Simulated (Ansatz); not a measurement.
# H6O2Si: the cost of one run

All numbers below are computed with Ansatz 0.2.0 (RKS PBE-D4/def2-TZVP).

### 1 The starting structure

Bond lengths: Si1–O2 2.030 Å, O2–H3 1.010 Å, Si1–O4 1.680 Å, O4–H5 1.010 Å, Si1–H6 1.459 Å, Si1–H7 1.459 Å. Angles: Si1–O2–H3 109.5°, O2–Si1–O4 109.4°, O2–Si1–H6 109.5°, O2–Si1–H7 109.5°, O4–Si1–H6 109.5°, O4–Si1–H7 109.5°, H6–Si1–H7 109.5°, Si1–O4–H5 109.5°.

Coordinates:

```xyz
9

Si    0.0000    0.0000    0.0000
O     0.0000    0.0000    2.0300
H    -0.9095   -0.2814    2.3671
O     1.5842    0.0000   -0.5594
H     1.9006   -0.9521   -0.6761
H    -0.6877    1.1914   -0.4862
H    -0.6877   -1.1914   -0.4862
H     0.9230    1.3920    0.5550
H     0.7233    1.0908    1.4744
```

### 2 A restrained relaxation towards end A

Springs on the bonds that form and break draw the guess towards this end; the thresholds are loose.

The input, input.yaml:

```yaml
crystal:
  periodic: [false, false, false]
  atoms:
    - { symbol: Si, position_ang: [0.0, 0.0, 0.0] }
    - { symbol: O, position_ang: [0.0, 0.0, 2.03] }
    - { symbol: H, position_ang: [-0.9095, -0.2814, 2.3671] }
    - { symbol: O, position_ang: [1.5842, 0.0, -0.5594] }
    - { symbol: H, position_ang: [1.9006, -0.9521, -0.6761] }
    - { symbol: H, position_ang: [-0.6877, 1.1914, -0.4862] }
    - { symbol: H, position_ang: [-0.6877, -1.1914, -0.4862] }
    - { symbol: H, position_ang: [0.923, 1.392, 0.555] }
    - { symbol: H, position_ang: [0.7233, 1.0908, 1.4744] }
basis:
  gaussian: { orbitals: def2-TZVP }
hamiltonian:
  xc: pbe
  dispersion: d4
relax:
  f_tol: 0.15
  max_steps: 25
  restrain:
    - { distance: [0, 7], at: 2.66, k: 30.0 }
    - { distance: [8, 1], at: 2.21, k: 30.0 }
    - { distance: [0, 1], at: 1.68, k: 30.0 }
    - { distance: [8, 7], at: 0.66, k: 30.0 }
```

On the command line:

```
$ ansatz run input.yaml --threads 4 --pin off --max-ram 5120MiB --backend cpu --events-out ev --progress --plain --runs-dir out
```

What time and memory should one allow on 4 threads of Arm Neoverse V1, shared host?

About 16 s, with a peak of 0.21 GiB.
